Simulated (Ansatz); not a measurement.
# H3S with multiplicity 2: molecular dynamics

Purpose: to let a guess near a reaction's saddle point go and see which way it falls. Runs: 150 steps of 0.5 fs at constant energy, with velocities drawn for 100 K; 150 steps of 0.5 fs at constant energy, with velocities drawn for 300 K. Reaction type: H-abstraction.

Method: UKS PBE0/def2-TZVP, in Ansatz 0.2.0.

### Step 1. Starting point

Bond lengths: S3–H4 1.331 Å.

Coordinates:

```xyz
4

H    -0.6607    0.1850    0.2712
H    -1.6252    0.2702    0.1973
S     1.1219    0.0034    0.3893
H     1.1640   -0.4585   -0.8578
```

### Step 2. Run 1

150 steps of 0.5 fs at constant energy, with velocities drawn for 100 K.

Contents of input.yaml:

```yaml
crystal:
  periodic: [false, false, false]
  atoms:
    - { symbol: H, position_ang: [-0.6607, 0.185, 0.2712] }
    - { symbol: H, position_ang: [-1.6252, 0.2702, 0.1973] }
    - { symbol: S, position_ang: [1.1219, 0.0034, 0.3893] }
    - { symbol: H, position_ang: [1.164, -0.4585, -0.8578] }
magnetization:
  spin_polarized: true
  initial_magnetization: 1
basis:
  gaussian: { orbitals: def2-TZVP }
hamiltonian:
  xc: pbe0
md:
  timestep: 0.5
  n_steps: 150
  ensemble: nve
  temperature: 100.0
  initial_velocities: maxwell_boltzmann
  seed: 477514
```

Launch:

```sh
> ansatz run input.yaml --threads 1 --pin off --max-ram 2048MiB --backend cpu --events-out ev --progress --plain --runs-dir out
```

What it wrote, cut to the lines that bear on the results:

```text
Warning: RAYON_NUM_THREADS=1 ignored (pool sized by the plan → 1); use --threads N
[...]
Functional definition: PBE0
[...]
403 factors; their error is unknown
[...]
mean field -10878.10647299 eV, -399.7630394371 hartree, gradient 2.1e-6 eV, S^2 0.764583; 2 other end points of the search recorded, 0 dependent functions left out
[...]
reference -10878.10649519 eV, -399.7630402528 hartree; 10, 9 occupied and 45, 46 virtual orbitals, 403 factors
md step     0: t =     0.00 fs  T =   100.0 K  F+E_penalty+E_count = -10878.10647299 eV  E_kin = 0.025852 eV  conserved = -10878.08062099 eV  (76 SCF iters)
[...]
md step    18: t =     9.00 fs  T =   109.8 K  F+E_penalty+E_count = -10878.10907642 eV  E_kin = 0.028376 eV  conserved = -10878.08070012 eV  (33 SCF iters)
[...]
md step    36: t =    18.00 fs  T =   423.7 K  F+E_penalty+E_count = -10878.19027556 eV  E_kin = 0.109523 eV  conserved = -10878.08075288 eV  (52 SCF iters)
[...]
md step    54: t =    27.00 fs  T =   493.9 K  F+E_penalty+E_count = -10878.20789853 eV  E_kin = 0.127678 eV  conserved = -10878.08022054 eV  (47 SCF iters)
[...]
md step    72: t =    36.00 fs  T =   366.3 K  F+E_penalty+E_count = -10878.17370494 eV  E_kin = 0.094696 eV  conserved = -10878.07900918 eV  (77 SCF iters)
md step    73: t =    36.50 fs  T =   538.6 K  F+E_penalty+E_count = -10878.21878753 eV  E_kin = 0.139246 eV  conserved = -10878.07954174 eV  (50 SCF iters)
```

### Step 3. More of the same log: dynamics from the start

Output, continued, cut to the lines that bear on the results:

```text
md step    74: t =    37.00 fs  T =   911.2 K  F+E_penalty+E_count = -10878.31673221 eV  E_kin = 0.235570 eV  conserved = -10878.08116241 eV  (47 SCF iters)
[...]
md step    93: t =    46.50 fs  T =  1757.2 K  F+E_penalty+E_count = -10878.54838480 eV  E_kin = 0.454278 eV  conserved = -10878.09410701 eV  (85 SCF iters)
[...]
md step   112: t =    56.00 fs  T =   812.7 K  F+E_penalty+E_count = -10878.28995578 eV  E_kin = 0.210110 eV  conserved = -10878.07984579 eV  (90 SCF iters)
[...]
md step   131: t =    65.50 fs  T =  1602.3 K  F+E_penalty+E_count = -10878.50051591 eV  E_kin = 0.414231 eV  conserved = -10878.08628459 eV  (49 SCF iters)
[...]
md step   149: t =    74.50 fs  T =   573.1 K  F+E_penalty+E_count = -10878.22747465 eV  E_kin = 0.148156 eV  conserved = -10878.07931882 eV  (99 SCF iters)
[...]
md step   150: t =    75.00 fs  T =   434.5 K  F+E_penalty+E_count = -10878.19111881 eV  E_kin = 0.112320 eV  conserved = -10878.07879846 eV  (84 SCF iters)
Total energy: -10878.19114333 eV, -399.7661510145 hartree
Atom 0 at    -2.842590     0.338930     0.601044 Å, force     0.794832     0.141683    -3.701142 eV/Å
Atom 1 at    -2.650981     0.374232    -0.298777 Å, force    -0.789363    -0.142098     3.699905 eV/Å
Atom 2 at     1.228376    -0.004909     0.394137 Å, force     0.023791     0.052383     0.139862 eV/Å
Atom 3 at     0.985147    -0.452203    -0.845415 Å, force    -0.029260    -0.051968    -0.138625 eV/Å
Dipole moment:    -0.038880    -0.061816    -0.168584 e Å
```

Wall time 5.5 min (1 thread of Arm Neoverse V1, shared host); peak memory 0.11 GiB.

### Step 4. Frames and traces

One step in 6; energies are changes from step 0:

```csv
time (fs),T (K),potential energy change (meV/atom),total energy change (meV/atom),H1–S3 (Å),H2–H1 (Å)
0.0,100,0.0,0.00,1.80,0.97
3.0,1226,-74.9,-2.10,1.87,0.75
6.0,1135,-69.1,-2.21,1.88,0.73
9.0,110,-0.7,-0.02,1.78,0.97
12.0,1028,-60.8,-0.79,1.85,0.85
15.0,440,-22.2,-0.15,1.97,0.65
18.0,424,-21.0,-0.03,1.88,0.93
21.0,1086,-64.4,-0.65,1.97,0.86
24.0,539,-28.1,0.27,2.14,0.64
27.0,494,-25.4,0.10,2.09,0.92
30.0,1640,-101.6,-2.04,2.24,0.79
33.0,1541,-96.2,-3.08,2.38,0.70
36.0,366,-16.8,0.40,2.39,0.93
39.0,1330,-82.0,-2.48,2.60,0.67
42.0,1604,-98.7,-1.49,2.67,0.82
45.0,1081,-63.7,-0.31,2.77,0.87
48.0,590,-30.2,1.50,2.96,0.62
51.0,647,-35.1,0.25,3.03,0.91
54.0,1891,-118.8,-3.04,3.18,0.74
57.0,1897,-119.4,-3.21,3.32,0.74
60.0,591,-31.4,0.32,3.43,0.91
63.0,668,-35.6,1.09,3.57,0.63
66.0,1127,-66.8,-0.38,3.70,0.87
69.0,1637,-100.8,-1.51,3.82,0.82
72.0,1370,-84.6,-2.57,3.94,0.67
75.0,434,-21.2,0.46,4.09,0.92
```

time (fs), T (K) and a bar:
```
      0.0        100 
      3.5        920 ##############
      6.5       1220 ###################
     10.0         77 
     13.0       1234 ###################
     16.5       1307 ####################
     19.5        205 ##
     23.0        601 #########
     26.0       1229 ###################
     29.5       1291 ####################
     32.5        903 ##############
     36.0        366 #####
     39.0       1330 #####################
     42.5       1151 ##################
     45.5       1554 ########################
     49.0       1797 ############################
     52.0        511 #######
     55.5        478 #######
     58.5        870 #############
     62.0       1845 #############################
     65.0       1887 ##############################
     68.5       1166 ##################
     71.5        681 ##########
     75.0        434 ######
```

Bonds that form or break, judged by distance (formed within 1.15 times the sum of covalent radii and held on average over 12 fs, broken when stretched by half; pairs already stretched at the start don't count as bonds):

```csv
time (fs),bond,event
2.0,H1–H2,forms
```

### Step 5. Snapshots as a file

Extended XYZ, with forces in eV/Å:

```xyz
4
time_fs=9.5 T=48 dE=0.0135
H    -0.637    0.141    0.217   -2.063    0.381    0.130
H    -1.602    0.279    0.186    2.324   -0.358    0.013
S     1.124    0.004    0.392   -0.362    0.089    0.141
H     1.057   -0.447   -0.862    0.101   -0.113   -0.283
4
time_fs=19.0 T=149 dE=-0.0121
H    -0.744    0.154    0.275   -2.545    0.360   -0.421
H    -1.676    0.270    0.096    2.724   -0.344    0.515
S     1.132    0.004    0.393   -0.327   -0.109   -0.391
H     0.985   -0.443   -0.880    0.148    0.093    0.297
4
time_fs=28.0 T=303 dE=-0.0514
H    -0.961    0.197    0.381   -2.923    0.209   -1.418
H    -1.805    0.261   -0.017    2.975   -0.210    1.432
S     1.143    0.003    0.393   -0.136   -0.102   -0.336
H     0.969   -0.437   -0.880    0.084    0.104    0.323
4
time_fs=37.5 T=1382 dE=-0.3352
H    -1.309    0.244    0.456   -1.850    0.040   -1.599
H    -1.942    0.262   -0.097    1.792   -0.037    1.594
S     1.158    0.001    0.393    0.095    0.095    0.273
H     0.978   -0.429   -0.858   -0.037   -0.098   -0.268
4
time_fs=47.0 T=1165 dE=-0.2822
H    -1.725    0.279    0.451    2.417   -0.007    3.834
H    -2.075    0.279   -0.101   -2.453    0.009   -3.838
S     1.175   -0.001    0.393    0.102    0.139    0.407
H     0.985   -0.429   -0.852   -0.066   -0.141   -0.403
4
time_fs=56.0 T=813 dE=-0.1835
H    -2.081    0.304    0.472    1.702   -0.012    5.682
H    -2.263    0.305   -0.135   -1.710    0.012   -5.685
S     1.192   -0.002    0.394   -0.032   -0.091   -0.265
H     0.985   -0.443   -0.873    0.040    0.091    0.267
4
time_fs=65.5 T=1602 dE=-0.3940
H    -2.450    0.324    0.569   -0.044    0.030   -2.089
H    -2.470    0.337   -0.249    0.049   -0.031    2.087
S     1.210   -0.003    0.394   -0.071   -0.136   -0.388
H     0.984   -0.451   -0.872    0.067    0.136    0.391
4
time_fs=75.0 T=434 dE=-0.0846
H    -2.843    0.339    0.601    0.795    0.142   -3.701
H    -2.651    0.374   -0.299   -0.789   -0.142    3.700
S     1.228   -0.005    0.394    0.024    0.052    0.140
H     0.985   -0.452   -0.845   -0.029   -0.052   -0.139
```

Reading of run 1. At the last frame the bonds meant to break are whole and the new ones absent: it fell back to the reactants' side (H2 + HS). The temperature starts at 100 K and averages 1162 K in the second half, where it ranges from 434 to 1898 K; the start was no minimum (force components up to 2.4 eV/Å), and the potential energy that it sheds (70 meV/atom) turns into motion, which in so few atoms is no thermal temperature. The total energy strays from its start by at most 3.38 meV/atom, 5.4 % of the mean kinetic energy, which is poor: the step of 0.5 fs is too long for the fastest motion. The bonding pattern changes, first at 2.0 fs: H1–H2 forms. By that distance rule the pieces at the end are H2 + HS; a long dative bond can count as broken.

### Step 6. Run 2

150 steps of 0.5 fs at constant energy, with velocities drawn for 300 K.

Edit input.yaml of step 2 so:

```diff
@@ -18,4 +18,4 @@
   ensemble: nve
-  temperature: 100.0
+  temperature: 300.0
   initial_velocities: maxwell_boltzmann
-  seed: 477514
+  seed: 896312
```

Launch:

```sh
> ansatz run input.yaml --threads 1 --pin off --max-ram 2048MiB --backend cpu --events-out ev --progress --plain --runs-dir out
```

What it wrote, cut to the lines that bear on the results:

```text
Warning: RAYON_NUM_THREADS=1 ignored (pool sized by the plan → 1); use --threads N
[...]
[... 1 set-up line as earlier in the session ...]
[...]
403 factors; their error is unknown
[...]
mean field -10878.10647299 eV, -399.7630394371 hartree, gradient 2.1e-6 eV, S^2 0.764583; 2 other end points of the search recorded, 0 dependent functions left out
[...]
reference -10878.10649519 eV, -399.7630402528 hartree; 10, 9 occupied and 45, 46 virtual orbitals, 403 factors
md step     0: t =     0.00 fs  T =   300.0 K  F+E_penalty+E_count = -10878.10647299 eV  E_kin = 0.077556 eV  conserved = -10878.02891699 eV  (76 SCF iters)
[...]
md step    19: t =     9.50 fs  T =   545.3 K  F+E_penalty+E_count = -10878.16912726 eV  E_kin = 0.140983 eV  conserved = -10878.02814450 eV  (50 SCF iters)
[...]
md step    38: t =    19.00 fs  T =  1706.3 K  F+E_penalty+E_count = -10878.47530809 eV  E_kin = 0.441114 eV  conserved = -10878.03419360 eV  (46 SCF iters)
[...]
md step    57: t =    28.50 fs  T =  1263.6 K  F+E_penalty+E_count = -10878.35696668 eV  E_kin = 0.326673 eV  conserved = -10878.03029413 eV  (80 SCF iters)
[...]
md step    74: t =    37.00 fs  T =   902.0 K  F+E_penalty+E_count = -10878.25424858 eV  E_kin = 0.233180 eV  conserved = -10878.02106851 eV  (94 SCF iters)
md step    75: t =    37.50 fs  T =  1310.8 K  F+E_penalty+E_count = -10878.37015372 eV  E_kin = 0.338874 eV  conserved = -10878.03127984 eV  (54 SCF iters)
```

### Step 7. The log goes on: dynamics from the start

Output, continued, cut to the lines that bear on the results:

```text
md step    76: t =    38.00 fs  T =  1870.6 K  F+E_penalty+E_count = -10878.52367606 eV  E_kin = 0.483596 eV  conserved = -10878.04008015 eV  (86 SCF iters)
[...]
md step    94: t =    47.00 fs  T =  1789.9 K  F+E_penalty+E_count = -10878.49636493 eV  E_kin = 0.462725 eV  conserved = -10878.03364031 eV  (49 SCF iters)
[...]
md step   112: t =    56.00 fs  T =   832.0 K  F+E_penalty+E_count = -10878.24277857 eV  E_kin = 0.215096 eV  conserved = -10878.02768216 eV  (88 SCF iters)
[...]
md step   130: t =    65.00 fs  T =   921.9 K  F+E_penalty+E_count = -10878.26643961 eV  E_kin = 0.238320 eV  conserved = -10878.02811941 eV  (100 SCF iters)
[...]
md step   148: t =    74.00 fs  T =  1896.7 K  F+E_penalty+E_count = -10878.52576672 eV  E_kin = 0.490324 eV  conserved = -10878.03544319 eV  (100 SCF iters)
[...]
md step   149: t =    74.50 fs  T =  2080.2 K  F+E_penalty+E_count = -10878.57769098 eV  E_kin = 0.537778 eV  conserved = -10878.03991266 eV  (95 SCF iters)
[...]
md step   150: t =    75.00 fs  T =  1828.0 K  F+E_penalty+E_count = -10878.51238483 eV  E_kin = 0.472573 eV  conserved = -10878.03981158 eV  (85 SCF iters)
Total energy: -10878.51240966 eV, -399.7779573344 hartree
Atom 0 at    -3.080196     0.376905    -0.223150 Å, force     0.820483    -2.299578    -0.006246 eV/Å
Atom 1 at    -3.311608     1.026860    -0.220007 Å, force    -0.816016     2.298360     0.007259 eV/Å
Atom 2 at     1.272140    -0.032009     0.410844 Å, force     0.321997     0.102753     0.435698 eV/Å
Atom 3 at     0.491441    -0.280878    -0.631371 Å, force    -0.326465    -0.101535    -0.436712 eV/Å
Dipole moment:    -0.109784    -0.033404    -0.146392 e Å
```

It took 6 min on 1 thread of Arm Neoverse V1, shared host; peak memory 0.11 GiB.

### Step 8. Frames and traces

The trajectory, every 11 steps (energies from step 0):

```csv
time (fs),T (K),potential energy change (meV/atom),total energy change (meV/atom),H1–S3 (Å),H2–H1 (Å)
0.0,300,0.0,0.00,1.80,0.97
5.5,1251,-63.0,-1.57,2.02,0.69
11.0,1606,-85.7,-1.27,2.14,0.82
16.5,774,-30.5,0.15,2.43,0.91
22.0,1563,-83.6,-1.93,2.74,0.67
27.5,2055,-116.2,-2.69,3.04,0.75
33.0,659,-22.8,0.41,3.41,0.92
38.5,2072,-117.1,-2.62,3.61,0.75
44.0,1545,-82.1,-1.59,3.78,0.66
49.5,1031,-47.2,0.10,4.07,0.89
55.0,1634,-87.0,-0.84,4.16,0.84
60.5,934,-39.0,1.99,4.20,0.63
66.0,1770,-96.2,-1.20,4.31,0.82
71.5,889,-37.9,0.23,4.33,0.90
75.0,1828,-101.5,-2.72,4.42,0.69
```

time (fs), T (K) and a bar:
```
      0.0        300 
      3.5       1340 #################
      6.5       1629 ######################
     10.0        821 #########
     13.0        763 ########
     16.5        774 ########
     19.5       1967 ############################
     23.0       1970 ############################
     26.0        990 ############
     29.5       1154 ##############
     32.5        765 ########
     36.0       1706 #######################
     39.0       1855 ##########################
     42.5       1747 ########################
     45.5       1538 #####################
     49.0        773 ########
     52.0       1377 ##################
     55.5       1176 ###############
     58.5       2004 ############################
     62.0       2098 ##############################
     65.0        922 ##########
     68.5        989 ###########
     71.5        889 ##########
     75.0       1828 #########################
```

Bonds that form or break, judged by distance (formed within 1.15 times the sum of covalent radii and held on average over 12 fs, broken when stretched by half; pairs already stretched at the start don't count as bonds):

```csv
time (fs),bond,event
2.0,H1–H2,forms
```

### Step 9. Snapshots as a file

Extended XYZ, with forces in eV/Å:

```xyz
4
time_fs=9.5 T=545 dE=-0.0627
H    -0.843    0.497    0.145   -2.659   -1.603    0.233
H    -1.646    0.031    0.197    2.647    1.592   -0.201
S     1.133    0.001    0.394   -0.056   -0.080   -0.342
H     0.997   -0.446   -0.880    0.068    0.089    0.309
4
time_fs=19.0 T=1706 dE=-0.3688
H    -1.287    0.689    0.055   -0.806   -1.804    0.234
H    -1.597   -0.063    0.153    0.679    1.825   -0.229
S     1.151   -0.003    0.398   -0.028   -0.173   -0.465
H     0.839   -0.427   -0.861    0.155    0.152    0.460
4
time_fs=28.0 T=1827 dE=-0.4057
H    -1.774    0.699   -0.007   -0.623    2.250   -0.349
H    -1.597    0.037    0.092    0.543   -2.239    0.357
S     1.170   -0.007    0.400    0.128    0.061    0.226
H     0.731   -0.397   -0.801   -0.048   -0.072   -0.233
4
time_fs=37.5 T=1311 dE=-0.2637
H    -2.238    0.613   -0.067   -3.896    2.662   -0.733
H    -1.706    0.250    0.030    3.850   -2.655    0.741
S     1.190   -0.012    0.402    0.229    0.131    0.443
H     0.652   -0.368   -0.758   -0.183   -0.137   -0.451
4
time_fs=47.0 T=1790 dE=-0.3899
H    -2.685    0.471   -0.139    2.188    0.149    0.338
H    -1.872    0.527   -0.008   -2.202   -0.143   -0.328
S     1.211   -0.017    0.405   -0.074   -0.035   -0.134
H     0.587   -0.348   -0.747    0.087    0.029    0.124
4
time_fs=56.0 T=832 dE=-0.1363
H    -2.925    0.283   -0.189    2.789    2.254    0.531
H    -2.226    0.847   -0.054   -2.781   -2.256   -0.529
S     1.232   -0.022    0.408   -0.260   -0.106   -0.416
H     0.543   -0.331   -0.730    0.251    0.108    0.413
4
time_fs=65.5 T=1316 dE=-0.2639
H    -3.007    0.218   -0.213    0.847    2.947    0.296
H    -2.768    1.050   -0.130   -0.839   -2.950   -0.296
S     1.252   -0.027    0.409    0.050    0.021    0.080
H     0.518   -0.306   -0.679   -0.058   -0.018   -0.080
4
time_fs=75.0 T=1828 dE=-0.4059
H    -3.080    0.377   -0.223    0.821   -2.300   -0.006
H    -3.312    1.027   -0.220   -0.816    2.298    0.007
S     1.272   -0.032    0.411    0.322    0.103    0.436
H     0.491   -0.281   -0.631   -0.327   -0.102   -0.437
```

Reading of run 2. At the last frame the bonds meant to break are whole and the new ones absent: it fell back to the reactants' side (H2 + HS). The temperature starts at 300 K and averages 1441 K in the second half, where it ranges from 703 to 2118 K; the start was no minimum (force components up to 2.4 eV/Å), and the potential energy that it sheds (75 meV/atom) turns into motion, which in so few atoms is no thermal temperature. The total energy strays from its start by at most 3.00 meV/atom, 3.5 % of the mean kinetic energy, fair for a step of 0.5 fs. The bonding pattern changes, first at 2.0 fs: H1–H2 forms. By that distance rule the pieces at the end are H2 + HS; a long dative bond can count as broken.

### Step 10. Summary of results

| quantity | value |
| --- | --- |
| run 1: length | 150 steps of 0.5 fs |
| run 1: temperature, first and last step | 100 and 434 K |
| run 1: temperature, second half | mean 1162 K, from 434 to 1898 K |
| run 1: potential energy, second half | -70 meV/atom from this run's first step |
| run 1: largest change of the total energy | 3.38 meV/atom |
| run 1: bonds formed or broken | 1 |
| run 2: length | 150 steps of 0.5 fs |
| run 2: temperature, first and last step | 300 and 1828 K |
| run 2: temperature, second half | mean 1441 K, from 703 to 2118 K |
| run 2: potential energy, second half | -75 meV/atom from this run's first step |
| run 2: largest change of the total energy | 3.00 meV/atom |
| run 2: bonds formed or broken | 1 |

Mean temperatures of the second halves: 1162 K, 1441 K. Bonds changed in run 1, run 2. Run 1: at the last frame the bonds meant to break are whole and the new ones absent: it fell back to the reactants' side (H2 + HS). Run 2: at the last frame the bonds meant to break are whole and the new ones absent: it fell back to the reactants' side (H2 + HS). 75 fs on 4 atoms is far too short and small for converged averages. The nuclei move classically, without zero-point motion, which matters most for hydrogen.
